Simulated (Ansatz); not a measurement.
## Structure relaxation of Ge2N

Level of theory: DFT PBE, scalar-relativistic, plane waves, PAW in Ansatz 0.2.0. Cutoff 420 eV, Γ-centred k mesh, Gaussian smearing, no spin polarisation in the final step.

Ge2N was placed on the 3R molybdenite structure type (R3m, No. 160), with N in place of Mo, Ge in place of S, at a guessed volume.

```yaml
crystal:
  lattice:
    - [1.43602, 0.82909, 5.56006]
    - [-1.43602, 0.82909, 5.56006]
    - [0.00000, -1.65818, 5.56006]
  atoms:
    - { symbol: Ge, position: [0.74840, 0.74840, 0.74840] }
    - { symbol: Ge, position: [0.58490, 0.58490, 0.58490] }
    - { symbol: N, position: [0.00000, 0.00000, 0.00000] }
```

Cell and atoms relax at zero pressure; the relaxation can't lower the symmetry of the start. After a coarse first stage the cell is made exact in the group found at 0.06 Å.

Formation energies are uncorrected and refer to the elements' standard structures at the same level (N₂ as a molecule).

(1) What does it relax into?

(2) What are its volume, energy, density and gap?

## Answers

(1) It keeps R3m (No. 160), but not the shape of the type it started on. Conventional cell: a = 3.002 Å, c = 18.773 Å. Around Ge on Wyckoff site a (1 atom of the primitive cell) lie 3 N at 1.91 Å; Ge on Wyckoff site a (1 atom of the primitive cell) has 9 Ge at 3.00–3.08 Å, 3 N at 3.39 Å, 1 Ge at 3.71 Å and 3 N at 3.76 Å; N has 3 Ge at 1.91 Å.

```xyz
3
Lattice="1.5009 0.8666 6.2578 -1.5009 0.8666 6.2578 0.0000 -1.7331 6.2578" Properties=species:S:1:pos:R:3 pbc="T T T"
Ge    0.0000    0.0000   14.0156
Ge    0.0000    0.0000   10.3058
N     0.0000    0.0000    0.7091
```

(2) The volume per atom is 16.3 Å³ and the density is 5.4 g/cm³. The energy over the elements is 0.43 eV/atom. The gap on the 18×18×18 mesh is 0 eV (a metal).

The final run used a 18×18×18 mesh on its 3-atom cell and 0.10 eV smearing. For metals, differences of a few meV/atom aren't resolved. No dispersion correction is applied, so the spacing between layers, chains or molecules is poorly fixed, and with it the volume and density. A structure relaxed within its symmetry needn't be a true minimum. The steps took roughly 9 core-minutes in all.